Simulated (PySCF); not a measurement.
Compound: glyoxal, C₂H₂O₂.
SMILES: `O=CC=O`

Torsions of this conformer, `[O:1]=[CH:2][CH:3]=[O:4]`: O1–C2–C3–O4 180°.

The closed-shell ground state was solved at several levels (PySCF, density fitting, gas phase, non-relativistic). One conformer (not necessarily the lowest) at the PBE0-D3(BJ)/def2-TZVP geometry, without solvent, vibrations or thermal averaging. The dipole stays under 0.02 D at every level.

| level | basis functions | total energy (Eh) | HOMO (eV) | LUMO (eV) | gap (eV) |
| --- | --- | --- | --- | --- | --- |
| PBE0/pcSseg-2 | 172 | -227.6601 | -7.89 | -3.18 | 4.71 |
| CAM-B3LYP/aug-cc-pVTZ | 230 | -227.8224 | -9.39 | -1.97 | 7.42 |
| PBE0/aug-cc-pVTZ | 230 | -227.6554 | -7.89 | -3.18 | 4.71 |

**Question.** What might wB97X-D/aug-cc-pVTZ (230 basis functions) give for the same quantities?

**Answer.** Total energy -227.8316 Eh, HOMO -9.79 eV, LUMO -1.27 eV, gap 8.52 eV.

The pairwise dispersion term of wB97X-D wasn't added to the energies; at a given geometry it leaves orbitals and properties as they are.
